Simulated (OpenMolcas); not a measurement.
## OCS (carbonyl sulfide): the vertical energy of the triplet above the singlet from total energies

OCS has 3 atoms, charge 0, and is taken as a singlet. SMILES: `O=C=S`. The shape is that of a GFN2-xTB optimisation.

```xyz
3

O     0.9177    0.6827    0.5796
C     0.0927    0.0663    0.0583
S    -1.0104   -0.7490   -0.6379
```

Both states at this one shape; open shells run unrestricted unless said. 1 Eh = 27.2114 eV.

```tsv
level	program	singlet OCS (Eh)	triplet OCS (Eh)
HF/STO-3G	OpenMolcas	-504.402648	-504.250962
HF/def2-TZVP	OpenMolcas	-510.339708	-510.179534
```

Q: Work out the vertical gap, second state less first, at each level.

A: 
1. HF/STO-3G: -504.250962 − (-504.402648) = 0.151686 Eh = 4.13 eV.
2. HF/def2-TZVP: -510.179534 − (-510.339708) = 0.160174 Eh = 4.36 eV.

No measured value is set beside it here; the levels span 4.13 to 4.36 eV. Minimal sets are far from the basis-set limit.
